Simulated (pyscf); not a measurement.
Hydrogen abstraction: SiH₄ + SiH₃• → SiH₃• + SiH₄

Gas phase, doublet surface, charge 0. Bonds broken: Si1–H2. Bonds formed: H2–Si6. Single points on ωB97X-D3(BJ)/def2-SVP structures (PySCF, gas phase). MP2 and CC: frozen core, UHF for open shells. ΔMP2 is the change of the MP2 total energy from the triple- to the quadruple-zeta basis.

Transition state (Å):

```xyz
9

Si    -1.5885    -1.3856     0.4400
H     -0.6813    -0.0051    -0.2157
H     -1.1779    -2.6245    -0.2867
H     -3.0495    -1.1405     0.2475
H     -1.2803    -1.5207     1.8954
Si     0.2255     1.3758    -0.8712
H      1.6866     1.1308    -0.6802
H     -0.0842     1.5119    -2.3263
H     -0.1847     2.6141    -0.1433
```

One imaginary mode, 1378i cm⁻¹; descent along it reached the two sides named.

```json
[
 {"bond": "Si1–H2", "change": "breaks", "reactant side (Å)": "1.492", "saddle": "1.777", "product side": "3.3"},
 {"bond": "H2–Si6", "change": "forms", "reactant side (Å)": "3.3", "saddle": "1.777", "product side": "1.492"}
]
```

Electronic energies relative to the separated reactants (eV):

```csv
level,barrier,reaction energy,reverse barrier
ωB97X-D3(BJ)/def2-TZVP,0.34,0.00,0.34
PBE/def2-TZVP,0.16,0.00,0.16
r²SCAN/def2-TZVP,0.28,0.00,0.28
B3LYP-D3(BJ)/def2-TZVP,0.27,0.00,0.27
PBE0-D3(BJ)/def2-TZVP,0.24,0.00,0.24
M06-2X/def2-TZVP,0.43,0.00,0.43
ωB97M-D3(BJ)/def2-TZVP,0.40,0.00,0.40
HF/def2-TZVP,0.97,0.00,0.97
MP2/def2-QZVPP,0.55,0.00,0.55
CCSD/def2-TZVPP,0.56,0.00,0.56
CCSD(T)/def2-TZVPP,0.50,0.00,0.50
CCSD(T)/def2-TZVPP + ΔMP2(QZVPP),0.48,0.00,0.48
```

With CCSD(T)/def2-TZVPP + ΔMP2(QZVPP) energies and thermal terms (ideal gas, 1 atm, RRHO with modes under 100 cm⁻¹ raised to 100, one conformer, R ln 2 for rigid chiral ones), in eV:

```csv
T (K),ΔH‡,ΔG‡,ΔH,ΔG
298,0.39,0.71,0.00,0.00
600,0.44,1.02,0.00,0.00
900,0.48,1.30,0.00,0.00
1200,0.52,1.57,0.00,0.00
```

One saddle was located; it need not be the lowest between these sides. The angle at the transferred H is 180°. The CCSD(T) − MP2 part came from Ansatz, without density fitting, on the same reference.
